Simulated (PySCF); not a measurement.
Molecule: butyrate, [C₄H₇O₂]-.

Geometry:
```csv
atom,x (Å),y (Å),z (Å)
C1,-1.479,0.146,0.404
C2,-0.486,-0.925,-0.023
C3,0.709,-0.354,-0.771
C4,1.674,0.530,0.098
O5,1.434,0.555,1.325
O6,2.577,1.095,-0.542
H7,-2.330,-0.272,0.970
H8,-1.889,0.685,-0.469
H9,-0.943,0.864,1.042
H10,-1.000,-1.699,-0.629
H11,-0.099,-1.417,0.885
H12,0.385,0.254,-1.637
H13,1.323,-1.167,-1.199
```

Total charge -1.

Geometry PBE0-D3(BJ)/def2-SVP throughout; GIAO in PySCF 2.14, gas phase, one conformer, non-relativistic; equivalent atoms averaged; basis pcSseg-1.

For orientation, PBE0 gives these absolute shieldings σ: C4 14.0, C3 144.1, C2 160.9, C1 167.0, O5/O6 -5.6, H12/H13 29.87, H7/H8/H9 30.31, H10/H11 30.13 ppm.

A run gave: C4 24.8, C3 143.8, C2 158.7, C1 165.7, O5/O6 3.5, H12/H13 29.73, H7/H8/H9 30.25, H10/H11 29.98 ppm (absolute shieldings σ).

**Question.** Which functional was used in that run?
A. KT2
B. HF
C. BP86
D. KT3

**Answer.** A. C2 tells them apart best: KT2 gives 158.7, KT3 gives 157.1, BP86 gives 155.0, HF gives 169.7 ppm.
